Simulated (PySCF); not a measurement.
pyridine (C5H5N), SMILES n1ccccc1. Atoms are numbered in the order given.

```xyz
11

C      0.0000     0.0000     1.3848
C      0.0000    -1.1985     0.6718
C      0.0000    -1.1410    -0.7240
N      0.0000     0.0000    -1.4146
C      0.0000     1.1410    -0.7240
C      0.0000     1.1985     0.6718
H      0.0000     0.0000     2.4789
H      0.0000    -2.1642     1.1839
H      0.0000    -2.0667    -1.3130
H      0.0000     2.0667    -1.3130
H      0.0000     2.1642     1.1839
```
Charge 0, spin multiplicity 1.

Geometry: ωB97X-D3(BJ)/def2-SVP.

Computed with PySCF with B3LYP/pcSseg-1.

GIAO shieldings, no solvent; atoms alike by connectivity are averaged. δ = σ(ref) − σ: ¹³C against TMS (σ = 181.3 ppm); ¹⁵N against NH3 (σ = 265.5 ppm); ¹H against TMS (σ = 31.68 ppm), references at their B3LYP-D3(BJ)/def2-TZVP geometries, non-relativistic.

Problem. Estimate the chemical shifts. (An estimate is asked for; the answer gives what the named calculation found.)

Solution. 
```json
[
 {"nucleus": "¹³C", "atoms": "C3, C5", "count": "2", "δ (ppm)": "159.3"},
 {"nucleus": "¹³C", "atoms": "C1", "count": "1", "δ (ppm)": "143.6"},
 {"nucleus": "¹³C", "atoms": "C2, C6", "count": "2", "δ (ppm)": "131.5"},
 {"nucleus": "¹⁵N", "atoms": "N4", "count": "1", "δ (ppm)": "373.8"},
 {"nucleus": "¹H", "atoms": "H9, H10", "count": "2", "δ (ppm)": "9.00"},
 {"nucleus": "¹H", "atoms": "H7", "count": "1", "δ (ppm)": "7.88"},
 {"nucleus": "¹H", "atoms": "H8, H11", "count": "2", "δ (ppm)": "7.40"}
]
```
